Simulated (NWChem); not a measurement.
**Correlation energy of HS**

```xyz
2

S      0.0000     0.0000     0.0796
H      0.0000     0.0000    -1.2741
```
Charge 0, spin multiplicity 2.

The numbers come from NWChem runs, not from measurements. Structure: optimised with UPBE0/def2-SVP, a minimum by its harmonic frequencies.

Basis set: cc-pVTZ. Each correlation energy counts from its own Hartree-Fock reference.

The correlated methods keep 5 core orbitals frozen. The structure started from a generated list of species. The unpaired electrons of the parent sit in orbitals of symmetry b1 (C2v labels of the run); other states weren't searched. The stability of the SCF solutions was not checked. Open-shell Hartree-Fock references start from PBE0 orbitals. Coupled-cluster values serve here as a point of comparison, not as the truth.

Problem. For the correlation energy, URI-MP2 gives -151.4 mHa and UMP2 gives -151.4 mHa. What do SCS-UMP2, CCSD on ROHF, CCSD[T] on ROHF give?

Solution. SCS-UMP2: -154.2 mHa; CCSD on ROHF: -181.4 mHa; CCSD[T] on ROHF: -187.9 mHa.
